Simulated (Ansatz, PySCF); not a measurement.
Species: C2H5S, charge 0, doublet. C2H5S (SMILES C[CH]S, doublet).
B3LYP-D3(BJ)/def2-TZVP minimum from Ansatz (an electronic-structure program):
```
C
H 1 1.0800
C 1 1.4873 2 121.01
H 3 1.0916 1 110.45 2 37.93
H 3 1.0934 4 107.87 1 -122.15
H 3 1.0995 4 107.14 5 -114.80
S 1 1.7329 2 118.12 3 -161.68
H 7 1.3427 1 97.92 2 -17.22
```
Charge 0, spin multiplicity 2.

Atomisation energy term by term, kcal/mol (programs: Ansatz). Radicals and triplets start from unrestricted determinants; spin-orbit coupling is neglected. Correlated methods leave the cores frozen. Rows without X2C or -DK are non-relativistic. CBS(X,Y): correlation extrapolated as X^-3, Hartree-Fock from the larger set. A bracket is a step between two methods taken in the basis named. 'core' is core correlation in cc-pwCVTZ (1s frozen past Ne), 'X2C' scalar relativity in cc-pVTZ-DK, both at CCSD(T). For partners of very few electrons the exact lower level stands in for a higher one.

| term | basis | kcal/mol |
|---|---|---|
| Hartree-Fock | cc-pV(Q+d)Z | 497.53 |
| CCSD correlation | CBS(cc-pV(T+d)Z,cc-pV(Q+d)Z) | 160.45 |
| (T) | CBS(cc-pV(T+d)Z,cc-pV(Q+d)Z) | 9.73 |
| CCSDT(Q) - CCSD(T) | cc-pV(D+d)Z | 0.52 |
| core correlation | cc-pwCVTZ | 2.61 |
| scalar relativity | X2C, cc-pVTZ-DK | -0.77 |
| minus zero-point energy | Hessian by PySCF at B3LYP-D3(BJ)/def2-TZVP | -37.89 |
| sum: D0 |  | 632.2 |
